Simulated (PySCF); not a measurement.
**NaP+: bond curves at several levels of theory**

The task here is to estimate one member of a computed series from the others.

Computed with PySCF 2.14.0. Level: Na pcseg-2, P pcseg-2, no relativity.

The first run:

Settings of the job:

```
atoms                         : Na, P
charge                        : 1
basis                         : Na pcseg-2, P pcseg-2
Hamiltonian                   : no relativity
basis functions               : 53
electrons treated             : 25
masses in u                   : 22.9898, 30.9738
levels                        : PBE0, PBE, r²SCAN, M06-L, r²SCAN0, M06-2X, HF, MP2, SCS-MP2, CCSD, CCSD(T)
grid                          : 80 radial by 434 angular points
occupations                   : held fixed by the projection of orbital angular momentum
dissociation limit            : Na+ + P, each in its ground configuration
starting distance in angstrom : 2.740
values of 2S to try           : 1, 3
```

Command:

```console
$ OMP_NUM_THREADS=1 python dia.py task.json out
```

Steps of the session up to this table: The job; First curve: PBE0; Excited determinants; PBE (GGA); r²SCAN (meta-GGA); M06-L; r²SCAN0 (hybrid meta-GGA); M06-2X (hybrid meta-GGA); UHF (mean field); MP2 and coupled cluster.

One table of the session follows, with a row left open; its other results are not shown here.

Energy (eV) from each level's lowest point:

| R (Å) | UHF | UHF-MP2 | UHF-SCS-MP2 | UHF-CCSD | UHF-CCSD(T) |
| --- | --- | --- | --- | --- | --- |
| 2.623 | 0.174 | 0.132 | 0.138 | n/a | n/a |
| 2.745 | 0.082 | 0.054 | 0.058 | 0.050 | 0.047 |
| 2.867 | ? | ? | ? | ? | ? |
| 2.958 | 0.011 | 0.002 | 0.003 | 0.001 | 0.000 |
| 3.050 | 0.001 | 0.000 | 0.000 | 0.000 | 0.000 |
| 3.142 | 0.000 | 0.005 | 0.004 | 0.006 | 0.007 |
| 3.264 | 0.006 | 0.019 | 0.017 | 0.021 | 0.022 |
| 3.416 | 0.021 | 0.041 | 0.038 | 0.045 | 0.047 |
| 3.599 | 0.043 | 0.070 | 0.066 | 0.074 | 0.077 |
| 3.843 | 0.071 | 0.104 | 0.098 | n/a | n/a |

Q: Estimate the row for R (Å) = 2.867 from the others.

Worked estimate for «UHF». A straight line through the neighbours (2.745, 0.082) and (2.958, 0.011) gives 0.082 + (0.011 − 0.082) × (2.867 − 2.745) / (2.958 − 2.745) = 0.041; a parabola fitted to 4 rows on both sides gives 0.029.

**Answer.** UHF: 0.031; UHF-MP2: 0.014; UHF-SCS-MP2: 0.017; UHF-CCSD: 0.012; UHF-CCSD(T): 0.010. In «UHF» the line misses by +0.010 and the parabola by -0.002.

Limits of these values: The bond is weak, and basis-set superposition, which was not computed, may be a sizeable part of it.
